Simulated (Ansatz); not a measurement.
The first iterations of a band of C3H2O (6 atoms, charge 0, multiplicity 1).

These are results of RKS LDA/def2-SVP in Ansatz 0.2.0, not measurements.

| Quantity | Value |
| --- | --- |
| movable images | 5 |
| climbing image | yes |
| spring | 5.0 eV/Å² |
| optimiser | quadratic models (default) |
| start path | through a guess of the saddle point |
| force threshold | 0.05 eV/Å |
| iteration limit | 60 |
| end points | relaxed |

First end point:

```xyz
6
Properties=species:S:1:pos:R:3
C -0.364 1.076 -1.038
C -0.091 0.200 -0.231
C 0.269 -0.803 0.735
O -0.326 -1.847 0.888
H -0.621 1.844 -1.761
H 1.176 -0.534 1.359
```

Last end point:

```xyz
6
Properties=species:S:1:pos:R:3
C -0.493 1.156 -1.203
C -0.057 0.399 -0.330
C 0.628 -0.250 0.692
O 0.139 -1.418 1.020
H -0.873 1.824 -1.969
H 0.698 -1.776 1.743
```

| iteration | highest image above the first end (eV) | largest band force component (eV/Å) |
| --- | --- | --- |
| 1 | 4.145 | 10.433 |
| 2 | 3.015 | 2.098 |
| 3 | 2.998 | 2.688 |
| 4 | 2.949 | 1.478 |

Problem. Does the band converge within its limit, and where does its top end?

Solution. The forces met the threshold. It ended after 13 iterations with the highest image 3.134 eV above the first end. Neighbouring images differ by up to 1.5 eV, so the band resolves the path poorly. A vibrational analysis at the climbing image gives one clearly imaginary mode, 1785i cm⁻¹: a first-order saddle point. The orbitals stay closed-shell, which can raise the energy where a bond breaks towards radicals; this wasn't checked here.

Time of the run: 99 s on 1 thread of Intel(R) Xeon(R) Processor @ 2.50GHz (Skylake/Cascade Lake), with other jobs on the host, peak memory 0.12 GiB.
